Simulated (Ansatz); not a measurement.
System: hcp Tc. Method: r²SCAN (PAW; Ansatz, a program for electronic structure).

Run with plane-wave cutoff 600 eV, 30×30×16 k mesh (along the axes of the cell as run), Fermi–Dirac smearing 0.054 eV (set by the program), no spin polarisation, scalar-relativistic PAW data made under PBE.

Computed at the level's own relaxed cell.

Elastic tensor (GPa, Voigt notation, ions relaxed):

```
  513.8   241.7   200.9     0.0     0.0     0.0
  241.7   513.8   200.9     0.0     0.0     0.0
  200.9   200.9   565.8     0.0     0.0     0.0
    0.0     0.0     0.0   140.4     0.0     0.0
    0.0     0.0     0.0     0.0   140.4     0.0
    0.0     0.0     0.0     0.0     0.0   136.0
```

**Question.** Work out the Voigt, Reuss and Hill averages of the bulk and shear moduli, Young's modulus and Poisson's ratio from the printed constants.

**Answer.** K_V = [C11 + C22 + C33 + 2(C12 + C13 + C23)]/9 = [1593.4 + 2 × 643.5]/9 = 320.0 GPa. G_V = [1593.4 − 643.5 + 3 × 416.8]/15 = 146.7 GPa. From the compliances S = C⁻¹, K_R = 320.0 and G_R = 145.0 GPa. Hill means: K = 320.0, G = 145.8 GPa. E = 9KG/(3K + G) = 380 GPa, ν = (3K − 2G)/(6K + 2G) = 0.30, K/G = 2.19.

Static lattice: no zero-point or thermal effects.
